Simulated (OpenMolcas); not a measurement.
# How methods differ on BH2F (SMILES [H]B([H])F)

The species is BH2F (4 atoms), meant as a singlet with charge 0. As SMILES, `[H]B([H])F`. The shape is that of a GFN2-xTB optimisation.

Quantity: the vertical energy of the triplet above the singlet, in eV. The values are calculated.

```json
{"level": "HF/STO-3G", "kind": "Hartree–Fock", "program": "OpenMolcas", "value (eV)": "6.40", "less FCI/STO-3G": "-0.24", "CPU time (all runs)": "3.2 s"}
{"level": "SVWN5/STO-3G", "kind": "LDA", "program": "OpenMolcas", "value (eV)": "5.81", "less FCI/STO-3G": "-0.83", "CPU time (all runs)": "6.8 s"}
{"level": "PBE/STO-3G", "kind": "GGA", "program": "OpenMolcas", "value (eV)": "5.82", "less FCI/STO-3G": "-0.82", "CPU time (all runs)": "7.7 s"}
{"level": "r2SCAN/STO-3G", "kind": "meta-GGA", "program": "OpenMolcas", "value (eV)": "5.86", "less FCI/STO-3G": "-0.78", "CPU time (all runs)": "10 s"}
{"level": "B3LYP/STO-3G", "kind": "global hybrid", "program": "OpenMolcas", "value (eV)": "6.08", "less FCI/STO-3G": "-0.56", "CPU time (all runs)": "8.7 s"}
{"level": "MRCI(2,2)/STO-3G", "kind": "multireference", "program": "OpenMolcas", "value (eV)": "6.64", "less FCI/STO-3G": "0.00", "CPU time (all runs)": "3.4 s"}
{"level": "FCI/STO-3G, open shells restricted", "kind": "exact in the basis", "program": "OpenMolcas", "value (eV)": "6.64", "less FCI/STO-3G": "0.00", "CPU time (all runs)": "8 s"}
```

FCI/STO-3G, open shells restricted is exact within its basis and frozen core, so for wave-function methods in that basis the difference is their error; functionals converge differently with the basis, so for them it is only a difference. The values span 5.81 to 6.64 eV. A triplet this far above the singlet is often a Rydberg-like or dissociative state; sets without diffuse functions put Rydberg states too high. All rows use very small basis sets, so even the best lies far from the true value. CPU times are rough (shared hosts, several kinds of processor): they show what a rung costs within a factor of a few.
